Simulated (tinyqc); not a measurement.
Worked calculation (part 1 of 2): RHF in the sto-3g basis, for H2O, spin multiplicity 1. Computed by tinyqc, a small Python program that keeps every step (integrals from PySCF). Settings: charge = 0, multiplicity = 1, basis = sto-3g, energy threshold = 1e-10, iteration cap = 61, orthogonalisation = canonical, start = random, DIIS depth = 0, damping = 0.3, method = RHF. Command: `OMP_NUM_THREADS=1 python tinyqc.py 26511 26512 out.jsonl` (the two numbers bound the seeds that draw the settings). One thread of a shared host (Intel(R) Xeon(R) Processor @ 2.60GHz), about 0.09 s of CPU time with the checks. Later iterations appear only in the table of the cycle.

## One-electron integrals

Geometry (angstrom):
```
atom         x          y         z
O     0.000000   0.000000  0.000000
H     0.000000   1.057000  0.635000
H     0.000000  -1.067000  0.642000
```

Basis sto-3g: exponents (1/bohr^2) and contraction coefficients of normalised primitives:
```
element  l (shell)    exponent  coefficient
O            s (1)  130.709320     0.154329
O            s (1)   23.808861     0.535328
O            s (1)    6.443608     0.444635
O            s (2)    5.033151    -0.099967
O            s (2)    1.169596     0.399513
O            s (2)    0.380389     0.700115
O            p (3)    5.033151     0.155916
O            p (3)    1.169596     0.607684
O            p (3)    0.380389     0.391957
H            s (1)    3.425251     0.154329
H            s (1)    0.623914     0.535328
H            s (1)    0.168855     0.444635
```

Overlap, kinetic and nuclear-attraction integrals over the contracted functions; the nuclear repulsion is the sum of Za Zb / Rab.

nuclear repulsion = 7.08200723 hartree

overlap S, lower triangle:
```
           1O 1s     1O 2s    1O 2px     1O 2py    1O 2pz     2H 1s     3H 1s
1O 1s   1.000000
1O 2s   0.236704  1.000000
1O 2px  0.000000  0.000000  1.000000
1O 2py  0.000000  0.000000  0.000000   1.000000
1O 2pz  0.000000  0.000000  0.000000   0.000000  1.000000
2H 1s   0.028068  0.313592  0.000000   0.248395  0.149225  1.000000
3H 1s   0.027285  0.307467  0.000000  -0.244371  0.147035  0.096925  1.000000
```

kinetic energy T (hartree), lower triangle:
```
            1O 1s     1O 2s    1O 2px     1O 2py    1O 2pz      2H 1s     3H 1s
1O 1s   29.003200
1O 2s   -0.168011  0.808128
1O 2px   0.000000  0.000000  2.528731
1O 2py   0.000000  0.000000  0.000000   2.528731
1O 2pz   0.000000  0.000000  0.000000   0.000000  2.528731
2H 1s   -0.008567  0.033081  0.000000   0.101302  0.060858   0.760032
3H 1s   -0.008438  0.030344  0.000000  -0.096767  0.058223  -0.011151  0.760032
```

nuclear attraction V (hartree), lower triangle:
```
             1O 1s      1O 2s     1O 2px     1O 2py     1O 2pz      2H 1s      3H 1s
1O 1s   -61.472563
1O 2s    -7.385250  -9.904390
1O 2px    0.000000   0.000000  -9.787396
1O 2py   -0.000159  -0.001876   0.000000  -9.884413
1O 2pz   -0.009546  -0.118818   0.000000  -0.000747  -9.822464
2H 1s    -0.895003  -2.299915   0.000000  -1.591008  -0.979252  -4.866984
3H 1s    -0.869955  -2.247555   0.000000   1.557871  -0.960607  -0.544194  -4.835802
```

core Hamiltonian H = T + V (hartree), lower triangle:
```
             1O 1s      1O 2s     1O 2px     1O 2py     1O 2pz      2H 1s      3H 1s
1O 1s   -32.469363
1O 2s    -7.553261  -9.096262
1O 2px    0.000000   0.000000  -7.258665
1O 2py   -0.000159  -0.001876   0.000000  -7.355681
1O 2pz   -0.009546  -0.118818   0.000000  -0.000747  -7.293732
2H 1s    -0.903569  -2.266833   0.000000  -1.489705  -0.918394  -4.106952
3H 1s    -0.878394  -2.217211   0.000000   1.461104  -0.902383  -0.555345  -4.075770
```

## Two-electron integrals

Functions are numbered as in S; the eight-fold symmetry (ij|kl) = (ji|kl) = (kl|ij) leaves the list below.

Two-electron integrals (ij|kl) in chemists' order, unique and non-zero (hartree):
```
(11|11) 4.785065    (21|11) 0.741380    (21|21) 0.136873    (22|11) 1.118947
(22|21) 0.256633    (22|22) 0.817206    (31|31) 0.024477    (32|31) 0.037809
(32|32) 0.180518    (33|11) 1.115814    (33|21) 0.256684    (33|22) 0.817023
(33|33) 0.880159    (41|41) 0.024477    (42|41) 0.037809    (42|42) 0.180518
(43|43) 0.047444    (44|11) 1.115814    (44|21) 0.256684    (44|22) 0.817023
(44|33) 0.785270    (44|44) 0.880159    (51|51) 0.024477    (52|51) 0.037809
(52|52) 0.180518    (53|53) 0.047444    (54|54) 0.047444    (55|11) 1.115814
(55|21) 0.256684    (55|22) 0.817023    (55|33) 0.785270    (55|44) 0.785270
(55|55) 0.880159    (61|11) 0.088846    (61|21) 0.016284    (61|22) 0.030403
(61|33) 0.030345    (61|41) 0.000623    (61|42) 0.001181    (61|44) 0.030477
(61|51) 0.000374    (61|52) 0.000709    (61|54) 0.000079    (61|55) 0.030393
(61|61) 0.001961    (62|11) 0.244810    (62|21) 0.056979    (62|22) 0.204527
(62|33) 0.200868    (62|41) 0.003650    (62|42) 0.029473    (62|44) 0.208783
(62|51) 0.002193    (62|52) 0.017706    (62|54) 0.004755    (62|55) 0.203725
(62|61) 0.006925    (62|62) 0.066749    (63|31) 0.005601    (63|32) 0.033898
(63|43) 0.005908    (63|53) 0.003549    (63|63) 0.008898    (64|11) 0.161718
(64|21) 0.038089    (64|22) 0.146020    (64|33) 0.139620    (64|41) 0.007712
(64|42) 0.053489    (64|44) 0.156737    (64|51) 0.001269    (64|52) 0.011770
(64|54) 0.006734    (64|55) 0.141533    (64|61) 0.004804    (64|62) 0.057992
(64|64) 0.058737    (65|11) 0.097153    (65|21) 0.022882    (65|22) 0.087722
(65|33) 0.083877    (65|41) 0.001269    (65|42) 0.011770    (65|44) 0.087062
(65|51) 0.006363    (65|52) 0.040968    (65|54) 0.007822    (65|55) 0.092126
(65|61) 0.002886    (65|62) 0.034839    (65|64) 0.029941    (65|65) 0.026885
(66|11) 0.423712    (66|21) 0.100172    (66|22) 0.414521    (66|33) 0.399198
(66|41) 0.007368    (66|42) 0.084364    (66|44) 0.432627    (66|51) 0.004427
(66|52) 0.050682    (66|54) 0.020082    (66|55) 0.411263    (66|61) 0.012237
(66|62) 0.180687    (66|64) 0.179366    (66|65) 0.107755    (66|66) 0.774606
(71|11) 0.086362    (71|21) 0.015829    (71|22) 0.029555    (71|33) 0.029499
(71|41) -0.000604   (71|42) -0.001144   (71|44) 0.029626    (71|51) 0.000363
(71|52) 0.000688    (71|54) -0.000076   (71|55) 0.029545    (71|61) 0.001873
(71|62) 0.006489    (71|64) 0.004173    (71|65) 0.002708    (71|66) 0.011389
(71|71) 0.001853    (72|11) 0.239242    (72|21) 0.055688    (72|22) 0.200052
(72|33) 0.196469    (72|41) -0.003562   (72|42) -0.028842   (72|44) 0.204212
(72|51) 0.002143    (72|52) 0.017354    (72|54) -0.004659   (72|55) 0.199272
(72|61) 0.006524    (72|62) 0.049373    (72|64) 0.030321    (72|65) 0.024945
(72|66) 0.104533    (72|71) 0.006579    (72|72) 0.064021    (73|31) 0.005459
(73|32) 0.033095    (73|43) -0.005772   (73|53) 0.003473    (73|63) 0.006247
(73|73) 0.008510    (74|11) -0.158418   (74|21) -0.037314   (74|22) -0.143171
(74|33) -0.136909   (74|41) 0.007522    (74|42) 0.052294    (74|44) -0.153649
(74|51) -0.001242   (74|52) -0.011552   (74|54) 0.006599    (74|55) -0.138790
(74|61) -0.004206   (74|62) -0.030424   (74|64) -0.012972   (74|65) -0.015121
(74|66) -0.060998   (74|71) -0.004573   (74|72) -0.055766   (74|74) 0.056563
(75|11) 0.095318    (75|21) 0.022451    (75|22) 0.086144    (75|33) 0.082376
(75|41) -0.001242   (75|42) -0.011552   (75|44) 0.085502    (75|51) 0.006206
(75|52) 0.040046    (75|54) -0.007653   (75|55) 0.090454    (75|61) 0.002733
(75|62) 0.025019    (75|64) 0.015121    (75|65) 0.018700    (75|66) 0.057241
(75|71) 0.002752    (75|72) 0.033553    (75|74) -0.028913   (75|75) 0.025906
(76|11) 0.055092    (76|21) 0.012933    (76|22) 0.050216    (76|33) 0.049174
(76|41) -1.84e-06   (76|42) -0.000027   (76|44) 0.050346    (76|51) 0.000798
(76|52) 0.007658    (76|54) -0.000005   (76|55) 0.051073    (76|61) 0.001550
(76|62) 0.015781    (76|64) 0.012051    (76|65) 0.009315    (76|66) 0.043965
(76|71) 0.001506    (76|72) 0.015488    (76|74) -0.011882   (76|75) 0.009175
(76|76) 0.004752    (77|11) 0.419825    (77|21) 0.099259    (77|22) 0.411097
(77|33) 0.396008    (77|41) -0.007246   (77|42) -0.083253   (77|44) 0.428902
(77|51) 0.004360    (77|52) 0.050092    (77|54) -0.019792   (77|55) 0.407916
(77|61) 0.011609    (77|62) 0.106038    (77|64) 0.061725    (77|65) 0.057864
(77|66) 0.248613    (77|71) 0.011784    (77|72) 0.176215    (77|74) -0.175420
(77|75) 0.105548    (77|76) 0.043965    (77|77) 0.774606
```

## Orthogonalisation

S = U s U^T; canonical form X = U s^(-1/2), so that X^T S X = 1. Each column of U has its largest component positive (the first on a tie).

eigenvalues of S: 0.518775  0.599898  0.900340  1.000000  1.086799  1.303286  1.590901

X:
```
                1          2          3         4          5          6         7
1O 1s   -0.405635   0.021022   0.699608  0.000000  -0.596299  -0.004820  0.234170
1O 2s    0.963049  -0.038820  -0.241259  0.000000  -0.263205  -0.006293  0.495250
1O 2px   0.000000   0.000000   0.000000  1.000000   0.000000   0.000000  0.000000
1O 2py   0.039133   0.846951  -0.001147  0.000000   0.000195   0.660636  0.006851
1O 2pz   0.364168  -0.013843   0.677573  0.000000   0.650155  -0.002189  0.191493
2H 1s   -0.624673  -0.664097  -0.225854  0.000000   0.188975   0.401403  0.386999
3H 1s   -0.557897   0.711658  -0.230041  0.000000   0.192018  -0.411896  0.376805
```

## Starting guess

The start is random orthonormal orbitals; D = 2 C_occ C_occ^T.

D at the start, lower triangle:
```
            1O 1s      1O 2s     1O 2px     1O 2py     1O 2pz     2H 1s     3H 1s
1O 1s    1.977024
1O 2s   -0.101405   0.900272
1O 2px  -0.256311   0.881308   1.537795
1O 2py  -0.114104   0.476906  -0.233085   2.168055
1O 2pz   0.137384  -0.035081   0.187163  -0.005711   1.599292
2H 1s   -0.063692  -0.705486  -0.117849  -0.522555   0.417147  1.215395
3H 1s    0.121349  -0.368635  -0.131994   0.429730  -0.812948  0.738680  1.757282
```

## Iteration 1: building the Fock matrix

J_ij = sum D_kl (ij|kl), K_ij = sum D_kl (ik|jl); F = H + J - 0.5 K; E = tr D H + tr D J / 2 - 0.25 tr D K + E_nn.

Coulomb J (hartree), lower triangle:
```
            1O 1s     1O 2s     1O 2px     1O 2py    1O 2pz     2H 1s     3H 1s
1O 1s   16.679604
1O 2s    3.137058  7.755368
1O 2px   0.051333  0.282077   7.702575
1O 2py   0.025428  0.116644  -0.021986   7.810979
1O 2pz   0.006485  0.067801   0.016006   0.003377  7.730846
2H 1s    0.374618  1.971518   0.051706   1.441384  0.868095  4.345772
3H 1s    0.362557  1.908219   0.055808  -1.371507  0.848120  0.491862  4.402918
```

exchange K (hartree), lower triangle:
```
            1O 1s      1O 2s     1O 2px     1O 2py    1O 2pz     2H 1s     3H 1s
1O 1s    9.544865
1O 2s    1.715204   1.679656
1O 2px  -0.041581   0.745691   1.685043
1O 2py  -0.037411   0.339772  -0.192410   1.997775
1O 2pz   0.123913  -0.075548   0.134219   0.144191  1.720927
2H 1s    0.169661   0.422494   0.124721   0.371411  0.417359  0.943461
3H 1s    0.260476   0.439714   0.182756  -0.256597  0.026664  0.266373  1.164221
```

Fock matrix F (hartree), lower triangle:
```
             1O 1s      1O 2s     1O 2px     1O 2py     1O 2pz      2H 1s      3H 1s
1O 1s   -20.562192
1O 2s    -5.273805  -2.180722
1O 2px    0.072124  -0.090769  -0.398612
1O 2py    0.043975  -0.055119   0.074219  -0.543590
1O 2pz   -0.065017  -0.013243  -0.051103  -0.069466  -0.423350
2H 1s    -0.613781  -0.506562  -0.010655  -0.234027  -0.258978  -0.232911
3H 1s    -0.646075  -0.528849  -0.035570   0.217896  -0.067595  -0.196669  -0.254963
```

total energy of this density = -72.09196436 hartree

This density is the starting one.

## Iteration 1: diagonalisation and new density

Diagonalise F' = X^T F X, C = X C', fill 5 alpha and 5 beta electrons from the bottom; D = 2 C_occ C_occ^T; the new density keeps 0.3 of the old one (damping). Each column has its largest component positive (the first on a tie).

F' = X^T F X (hartree), lower triangle:
```
           1          2          3          4          5          6          7
1  -0.925841
2   0.038455   0.090521
3   2.689232  -0.087644  -8.319947
4  -0.105876   0.050370   0.048235  -0.398612
5  -2.524474   0.213679   8.157384  -0.061171  -8.964264
6  -0.120426  -0.222480   0.037076   0.059741  -0.187572  -0.496248
7   1.228684  -0.113601  -4.766376  -0.054868   5.058030   0.028642  -3.703460
```

orbital energies (hartree): MO1 -20.572339, MO2 -0.930769, MO3 -0.626565, MO4 -0.485622, MO5 -0.342883, MO6 0.038256, MO7 0.202071

coefficients C:
```
              MO1        MO2        MO3        MO4        MO5        MO6        MO7
1O 1s    0.994154  -0.240962   0.028523   0.054013   0.010872   0.119974   0.014646
1O 2s    0.024651   0.910925  -0.116401  -0.254512   0.035305  -0.618882  -0.093734
1O 2px  -0.003435   0.183978  -0.231811   0.468301   0.815092   0.169311  -0.007530
1O 2py  -0.001611   0.132430   0.761484  -0.327323   0.312367   0.276823  -0.525931
1O 2pz   0.004463   0.037065   0.389685   0.739450  -0.226388  -0.474233  -0.274058
2H 1s   -0.005355   0.106929   0.204431   0.241497  -0.197307   0.486309   0.917526
3H 1s   -0.003449   0.130389  -0.162913   0.086850  -0.308938   0.856355  -0.582455
```

D after iteration 1, lower triangle:
```
            1O 1s      1O 2s     1O 2px     1O 2py     1O 2pz     2H 1s     3H 1s
1O 1s    2.063465
1O 2s   -0.326766   1.544032
1O 2px  -0.105177   0.410101   1.821127
1O 2py  -0.070737   0.319880  -0.141086   1.773373
1O 2pz   0.102955  -0.301273   0.165670  -0.017275   1.531588
2H 1s   -0.039212  -0.204581  -0.140955  -0.115942   0.554728  0.575326
3H 1s   -0.017023   0.035907  -0.248724  -0.195479  -0.138193  0.309225  0.732340
```

## Iteration 2: building the Fock matrix

As before.

Coulomb J (hartree), lower triangle:
```
            1O 1s      1O 2s     1O 2px     1O 2py    1O 2pz     2H 1s     3H 1s
1O 1s   17.435029
1O 2s    3.294524   8.184636
1O 2px   0.021567   0.114089   8.164440
1O 2py   0.014901   0.066909  -0.012182   8.206503
1O 2pz  -0.006758  -0.000312   0.012992  -0.000216  8.160040
2H 1s    0.392700   2.036778   0.020518   1.463592  0.873890  4.268701
3H 1s    0.380807   1.979100   0.022782  -1.408941  0.854558  0.499920  4.256625
```

exchange K (hartree), lower triangle:
```
            1O 1s      1O 2s     1O 2px     1O 2py    1O 2pz     2H 1s     3H 1s
1O 1s    9.714723
1O 2s    1.694521   2.361290
1O 2px  -0.012922   0.287929   2.071170
1O 2py  -0.010887   0.178592  -0.102509   2.102019
1O 2pz   0.040136  -0.125482   0.104280   0.050174  1.932902
2H 1s    0.198539   0.637393   0.015141   0.434940  0.416624  0.752300
3H 1s    0.222043   0.654435   0.016396  -0.457759  0.201693  0.216782  0.855517
```

Fock matrix F (hartree), lower triangle:
```
             1O 1s      1O 2s     1O 2px     1O 2py     1O 2pz      2H 1s      3H 1s
1O 1s   -19.891696
1O 2s    -5.105998  -2.092272
1O 2px    0.028029  -0.029875  -0.129810
1O 2py    0.020185  -0.024264   0.039073  -0.200188
1O 2pz   -0.036372  -0.056390  -0.039148  -0.026049  -0.100143
2H 1s    -0.610139  -0.548752   0.012947  -0.243583  -0.252816  -0.214401
3H 1s    -0.608608  -0.565328   0.014584   0.281042  -0.148672  -0.163817  -0.246903
```

total energy of this density = -73.65673668 hartree

This density is a damped mixture and is not idempotent.

## Iteration 2: diagonalisation and new density

As before.

F' = X^T F X (hartree), lower triangle:
```
           1          2          3          4          5          6          7
1  -0.686363
2   0.039471   0.403747
3   2.702816  -0.115964  -7.847288
4  -0.069092   0.037164  -0.006033  -0.129810
5  -2.426429   0.190415   8.042278  -0.029048  -8.554762
6  -0.080346  -0.013071   0.043069   0.025141  -0.122524  -0.392520
7   1.179211  -0.082404  -4.579732  -0.004955   4.901633   0.057600  -3.619105
```

orbital energies (hartree): MO1 -19.901197, MO2 -0.894257, MO3 -0.403584, MO4 -0.233232, MO5 -0.138908, MO6 0.330807, MO7 0.414270

coefficients C:
```
              MO1        MO2        MO3        MO4        MO5        MO6        MO7
1O 1s    0.994138  -0.234685   0.006882   0.099621  -0.013164  -0.106388   0.003614
1O 2s    0.024694   0.866004  -0.022319  -0.479086   0.087774   0.559876  -0.002398
1O 2px  -0.001359   0.038699  -0.070186   0.075834   0.981057  -0.151298   0.049588
1O 2py  -0.000834   0.025851   0.660761  -0.165902  -0.004462  -0.143741   0.818454
1O 2pz   0.003043   0.084368   0.164059   0.724066   0.051603   0.687137   0.134746
2H 1s   -0.004408   0.177036   0.376882   0.374552  -0.066541  -0.612972  -0.731439
3H 1s   -0.003887   0.196625  -0.405885   0.344931  -0.197407  -0.653418   0.656365
```

D after iteration 2, lower triangle:
```
            1O 1s      1O 2s     1O 2px     1O 2py    1O 2pz     2H 1s     3H 1s
1O 1s    2.093984
1O 2s   -0.416844   1.846827
1O 2px  -0.054339   0.241788   1.910848
1O 2py  -0.047566   0.217355  -0.129592   1.182757
1O 2pz   0.109016  -0.472419   0.185894  -0.018863  1.244845
2H 1s   -0.018969  -0.118061  -0.121346   0.233691  0.648747  0.617963
3H 1s   -0.027285   0.006099  -0.258589  -0.505875  0.223918  0.126629  0.725614
```

## Iteration 37 (converged): orbitals

converged F (hartree), lower triangle:
```
             1O 1s      1O 2s     1O 2px     1O 2py     1O 2pz      2H 1s      3H 1s
1O 1s   -20.255644
1O 2s    -5.162269  -2.380774
1O 2px    0.000000   0.000000  -0.379538
1O 2py   -0.000212  -0.001663   0.000001  -0.171539
1O 2pz   -0.022149  -0.034009  -0.000002  -0.001983  -0.220435
2H 1s    -0.624643  -0.633250   0.000001  -0.339861  -0.253415  -0.309331
3H 1s    -0.607326  -0.620145   0.000001   0.335404  -0.251235  -0.126794  -0.301428
```

Diagonalise F' = X^T F X, C = X C', fill 5 alpha and 5 beta electrons from the bottom; D = 2 C_occ C_occ^T. Each column has its largest component positive (the first on a tie).

F' = X^T F X (hartree), lower triangle:
```
           1          2          3          4          5          6          7
1  -0.801361
2   0.075959   0.491497
3   2.864828  -0.169776  -8.055139
4  -0.000002   0.000001  -0.000002  -0.379538
5  -2.450397   0.151906   8.118047  -0.000001  -8.802899
6  -0.016757   0.079576   0.077916   0.000000  -0.083567  -0.497583
7   1.083442  -0.072477  -4.615670   0.000000   4.970712   0.049818  -3.803147
```

orbital energies (hartree): MO1 -20.263620, MO2 -1.163167, MO3 -0.502950, MO4 -0.387764, MO5 -0.379538, MO6 0.346711, MO7 0.502157

coefficients C:
```
              MO1        MO2        MO3        MO4        MO5        MO6        MO7
1O 1s    0.994632  -0.245603   0.002093   0.077144  -0.000009  -0.096352  -0.003251
1O 2s    0.022657   0.928945  -0.010745  -0.390980   0.000048   0.533807   0.019532
1O 2px   0.000000   0.000000  -0.000001   0.000116   1.000000  -0.000004   0.000001
1O 2py   0.000047   0.001734   0.592315  -0.007008   0.000001  -0.021042   0.896669
1O 2pz   0.002137   0.049316   0.009735   0.763794  -0.000085   0.681965   0.017388
2H 1s   -0.003687   0.128603   0.463165   0.350600  -0.000042  -0.648332  -0.674186
3H 1s   -0.003598   0.125519  -0.455294   0.364774  -0.000046  -0.678036   0.635046
```

D after iteration 37, lower triangle:
```
            1O 1s      1O 2s     1O 2px     1O 2py    1O 2pz      2H 1s     3H 1s
1O 1s    2.111138
1O 2s   -0.471601   2.032866
1O 2px  -0.000001   0.000005   2.000000
1O 2py   0.000640  -0.004026  -0.000001   0.701778
1O 2pz   0.097911  -0.505745   0.000006   0.000999  1.171825
2H 1s   -0.014474  -0.045345  -0.000005   0.544211  0.557259   0.707989
3H 1s   -0.014438  -0.042417  -0.000007  -0.544032  0.560725  -0.133662  0.712242
```
